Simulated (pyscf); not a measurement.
Optimised with ωB97X-D3(BJ)/def2-SVP in PySCF.

### Question
Estimate the classical barrier height and the reaction energy of `[SiH2][Si]([SiH3])([SiH3])[Cl]` [doublet] + `[H][H]` → `[SiH3][Si]([SiH3])[SiH3]` [doublet] + `[ClH]` at ωB97M-D3(BJ)/def2-TZVP. The step runs on the doublet surface, breaks Cl–Si, H–H and forms H–Si, Cl–H; take the separated reactants as zero.

### Answer
ΔE‡ = 39.1 kcal/mol, ΔE = +10.7 kcal/mol. Zero-point energy shifts the barrier by +2.2 kcal/mol. It is a concerted two-bond exchange, with an imaginary mode of 837i cm⁻¹. •H₂Si–Si(SiH₃)(SiH₃)–Cl lies 6.3 kcal/mol over its isomer H₃Si–Si•(SiH₃)–SiH₂–Cl (electronic energy, ωB97M-D3(BJ)). This is the saddle that the search found; another between the same sides may lie lower.
